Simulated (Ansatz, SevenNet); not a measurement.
For wurtzite ZnS (high-temperature phase), the machine-learned potential SevenNet-l3i5 (trained on PBE and PBE+U data) gives:

* **lattice constant a**: 3.851 Å
* **lattice parameter c**: 6.314 Å

Task: What does LC-ωPBE in Ansatz (plane waves, PAW) give for the same quantities?

Result: 
- lattice constant a: 3.775 Å (shrinks by 2.0 %)
- lattice parameter c: 6.190 Å (shrinks by 2.0 %)

For comparison: lattice constant a 3.823 Å (measured, temperature not stated, no zero-point or thermal correction, our sources range from 3.811 to 3.823; as tabulated in Kisi, Elcombe, Acta Cryst. C 45, 1867 (1989), by the Crystallography Open …); lattice parameter c 6.261 Å (measured, temperature not stated, no zero-point or thermal correction, our sources range from 6.234 to 6.261; as tabulated in Kisi, Elcombe, Acta Cryst. C 45, 1867 (1989), by the Crystallography Open …).

Changes are worked out from the printed values.

Unless a cell is named, each level is at its own relaxed cell (SevenNet-l3i5 20.27, LC-ωPBE 19.10 Å³/atom).

Ansatz's density-functional and Hartree–Fock values are scalar-relativistic unless marked +SOC, with PAW data made under PBE.

Ansatz is a program for electronic structure.
